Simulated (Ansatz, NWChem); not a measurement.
# Correcting a cheap level on N-containing molecules

The dipole moment in D of 8 N-containing molecules: x at HF/def2-SVP, y as measured (NIST CCCBDB). Shapes, held fixed at every level: PBE0-D4/def2-TZVP; PN at the measured bond length. Programs: Ansatz 0.2.0, NWChem 7.3.0. A level may come from different programs for different species; with the same settings they agree closely.

| molecule | x (D) | y (D) |
| --- | --- | --- |
| C2F3N (cyanotrifluoromethane) | 1.17 | 1.33 |
| CH5N (methylamine) | 1.44 | 1.31 |
| C3H3NO (oxazole) | 1.52 | 1.50 |
| C2H5N (N-methylmethanimine) | 1.74 | ? |
| CH3N (methanimine) | 2.20 | 2.00 |
| PN (phosphorus nitride) | 2.96 | 2.75 |
| HCN (hydrogen cyanide) | 3.19 | 2.98 |
| C3HN (cyanoacetylene) | 4.09 | 3.72 |

Fit y = c + s·x to the known rows and predict y for C2H5N.


1. Means of the 7 rows: x = 2.3671, y = 2.227.
2. Σ(Δx)² = 7.0351, Σ(Δx·Δy) = 6.0797, so the slope is 6.0797/7.0351 = 0.8642.
3. Intercept: 2.227 − (0.8642) × 2.3671 = 0.181. The largest residual of the fit is 0.14.
4. C2H5N: 0.181 + 0.8642 × 1.74 = 1.68 D.

The measured value is 1.53 D, so the prediction is off by +0.15 D, about the largest residual. Uncorrected, HF/def2-SVP misses it by +0.21 D, and the other rows by 0.19 on average. The line removes about 30 % of this miss. Left out in turn, the other rows are missed by 0.08 D on average, so much of the error is systematic among these molecules. The tabulated value of C2F3N is in doubt (older tables, estimates, or at odds with other calculations) and kept here.
